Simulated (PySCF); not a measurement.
Geometry (Å), atoms numbered from 1 in this order:
```xyz
7

O     1.473   -0.987   -0.655
C     0.913   -0.030   -0.235
C    -0.592   -0.008    0.137
F    -0.742    0.326    1.427
F    -1.201   -1.171   -0.059
F    -1.232    0.922   -0.587
H     1.384    0.952   -0.056
```

How the numbers were obtained: GIAO PBE0/pcSseg-1 shieldings, geometry: GFN2-xTB, in PySCF 2.14.0 with density-fitted response routines (no solvent model, one averaged value for each set of equivalent atoms, a single conformation, relativity neglected).

Chemical shifts δ = σref − σ; ¹³C, ¹H vs TMS; ¹⁷O against H2O; ¹⁹F against CFCl3, all at this level.

| atoms | nucleus | count | Hirshfeld charge | δ (ppm) |
| --- | --- | --- | --- | --- |
| C3 | ¹³C | 1 | 0.25 | 123.8 |
| C2 | ¹³C | 1 | 0.13 | 187.0 |
| F4/F5/F6 | ¹⁹F | 3 | -0.09 | ? |
| H7 | ¹H | 1 | 0.06 | ? |
| O1 | ¹⁷O | 1 | -0.18 | 706.3 |

Problem. Estimate the values marked ?.

Solution. 
- H7: 9.39 ppm, hydrogen on an aldehyde carbonyl carbon; the formyl region, downfield of aromatic protons
- F4/F5/F6: -98.0 ppm, fluorine of a CF3 group

Shifts are as computed. Against solution values, carbons near 30 ppm lie about +3 ppm off and those near 130 ppm about +5 ppm. Of 1211 compounds with measured shifts, 218 miss one by over three times the rms of a fit or turn the order of signals round; such compounds aren't used in these exercises. Unscaled 19F shifts against computed CFCl3 carry errors that often reach 10 to 50 ppm. Unscaled 17O shifts of doubly bonded oxygen tend to come out too high, by tens of ppm or more. Experimental scales use liquid or dissolved standards, which lie at an offset from isolated H2O (liquid H2O: subtract about 36 ppm).
